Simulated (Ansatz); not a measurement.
# BeS+ (quartet): wave-function methods side by side, cc-pVTZ

One table from this session's results is given with a row withheld; the runs are named, their logs left out.

Program: Ansatz 0.2.0, Gaussian basis. Level of theory: cc-pVTZ, core rule «outside noble gas», up to 6 orbitals frozen. These are calculated values, not measurements.

Plan: UHF; CCSD(T) on ROHF; CCSD(T) on UHF; BCCD(T) on ROHF; CISD; CCSDT(Q) on ROHF; CCSDT(Q) on UHF.

11 further runs of the same task are left out: 5 for a known fault of the program, 2 that didn't finish, 4 set aside as unsound or not needed.

## The system

The geometry is a PBE0/def2-TZVP stationary point (not a proven minimum) of the parent state, kept for this charge and spin.

2 atoms, charge 1, spin multiplicity 4.

Atoms are counted from 1 here; the program's logs count them from 0.

Bond lengths: S1–Be2 1.843 Å.

The first run:

File in.yaml:

```yaml
crystal:
  periodic: [false, false, false]
  atoms:
    - {symbol: S, position_ang: [0.000000, 0.000000, 0.000000]}
    - {symbol: Be, position_ang: [0.000000, 0.000000, 1.842500]}
basis:
  gaussian: {orbitals: cc-pVTZ}
total_charge: 1
magnetization: {spin_polarized: true, initial_magnetization: 3}
hamiltonian: {xc: hf}
output: {orbitals: {seedname: orbitals}}
```

Launch:

```
$ ansatz run in.yaml --threads 1 --pin off --events-out ev --progress --plain --max-ram 2393MiB
```

Among the steps run: UHF; CCSD(T) on ROHF; CCSD(T) on UHF; BCCD(T) on ROHF; CISD; CCSDT(Q) on ROHF; CCSDT(Q) on UHF.

One of the session's tables, all rows but one given; the rest of the session is left out.

| method | from UCCSDT(Q) (meV) |
| --- | --- |
| ROHF | +4341.4 |
| UHF | +4170.8 |
| RMP2 | +814.9 |
| UMP2 | +855.6 |
| CISD | ? |
| RCCSD | +183.8 |
| UCCSD | +176.9 |
| RCCSD(T) | +32.8 |
| UCCSD(T) | +31.6 |
| BCCD(T) | +32.7 |
| RCCSDT | +7.0 |
| UCCSDT | +5.0 |
| RCCSDT(Q) | +1.7 |
| UCCSDT(Q) | 0 |

**Question.** Estimate the row for CISD.

The run gave: from UCCSDT(Q) (meV): +289.2. In the column «from UCCSDT(Q) (meV)» it lies between RCCSD (+183.8) and RMP2 (+814.9).

Caveats from the session: Restricted and unrestricted rows rest on different reference determinants; where their highest levels disagree by more than a few hundredths of an eV, they describe different states and don't form one ladder.
